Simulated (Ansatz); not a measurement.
bcc Na was calculated with PBE0 in Ansatz (PAW).

The run printed, among other lines:

```
WARN output.stress: scf.exx.energy_threshold = 1e-6 eV is looser than the 1e-8 eV advised for a stress under a hybrid functional (1e-8 eV for each atom of the …
Crystal: 1 atoms, lattice volume = 37.671 Å³
Basis set: ecut = 460 eV, 887 PW (Γ), exchange–correlation on 54×54×54 points (8 copies of the dense FFT grid, shifted against one another)
Bands: 9, of which v1, the nominal top of the filled ones, is band 5 counted from 1 (4 counted from 0)
Symmetry: 48 space group operations
Space group: Im-3m (ITA 229), of the structure as read, at distance tolerance 3.4e-5 Å
k-points: 47 of 1000
Functional: x = pbe(κ = 0.804, μ = 0.2195149727645171), c = pbe(β = 0.06672455060314922), warm-up for x = 0.75 pbe(κ = 0.804, μ = 0.2195149727645171) + 0.25 exact, c = pbe(β = 0.06672455060314922)
SCF iter   1: F=—  HF=-1486.413396 eV  |F-HF|=—  |Δ(HF+E_count)|=         —  Δρ=2.86e-4  dr2=2.00e-5
SCF iter   2: F=—  HF=-1486.413507 eV  |F-HF|=—  |Δ(HF+E_count)|=   1.11e-4  Δρ=1.13e-4  dr2=3.84e-6
  ...
SCF 1 converged in 5 iterations: F = -1486.413532 eV  dr2 = 4.72e-11
Crystal: 1 atoms, lattice volume = 37.671 Å³
Initial density: handed on by an earlier stage of this run
Functional: x = 0.75 pbe(κ = 0.804, μ = 0.2195149727645171) + 0.25 exact, c = pbe(β = 0.06672455060314922)
SCF 2 converged in 7 iterations: F = -1486.667261 eV  dr2 = 4.11e-11
Crystal: 1 atoms, lattice volume = 37.671 Å³
Crystal: 1 atoms, lattice volume = 37.671 Å³
Crystal: 1 atoms, lattice volume = 37.671 Å³
SCF iter   1: F=—  HF=-1486.669263 eV  |F-HF|=—  |Δ(HF+E_count)|=         —  Δρ=7.71e-7  dr2=1.71e-10
SCF iter   2: F=-1486.669263 eV  HF=-1486.669263 eV  |F-HF|=9.09e-12  |Δ(HF+E_count)|=  3.33e-10  Δρ=2.00e-7  dr2=1.20e-11
SCF 5 converged in 2 iterations: F = -1486.669263 eV  dr2 = 1.20e-11
Free energy (F): -1486.669263 eV
Internal energy: -1486.666712 eV  (E = F + TS)
E sigma→0 (E₀):  -1486.667988 eV
Fermi energy:    1.635727 eV
--- Stress (GPa, compression-positive) ---
        0.015382      -0.000000      -0.000000
       -0.000000       0.015382       0.000000
       -0.000000      -0.000000       0.015382
  P = ⅓ Tr σ = 0.0154 GPa (0.154 kbar)
```

**Question.** Write an input file that could have produced this run (the log leaves some choices open).

**Answer.** One answer among several that fit: 
Ansatz 0.2 input:
```yaml
crystal:
  lattice:
    - [-2.1117816597, 2.1117816597, 2.1117816597]
    - [2.1117816597, -2.1117816597, 2.1117816597]
    - [2.1117816597, 2.1117816597, -2.1117816597]
  atoms:
    - { symbol: Na, position: [0.0, 0.0, 0.0] }
basis:
  ecutwfc: 460
  ecutrho_ratio: 4
  xc_grid: 2
kpoints:
  mp_grid: { grid: [10, 10, 10] }
hamiltonian:
  xc: pbe0
  dispersion: none
  pseudopotentials: { kind: paw }
scf:
  occupations: { method: fermi_dirac, width: 0.05 }
  convergence: { dr2_threshold: 0.0000000001 }
output:
  forces: false
  stress: true
  eigenvalues: true
```

The PAW data were made under PBE.

Note: the run warned that the count of filled bands differs between k points.

Ansatz is a first-principles code.
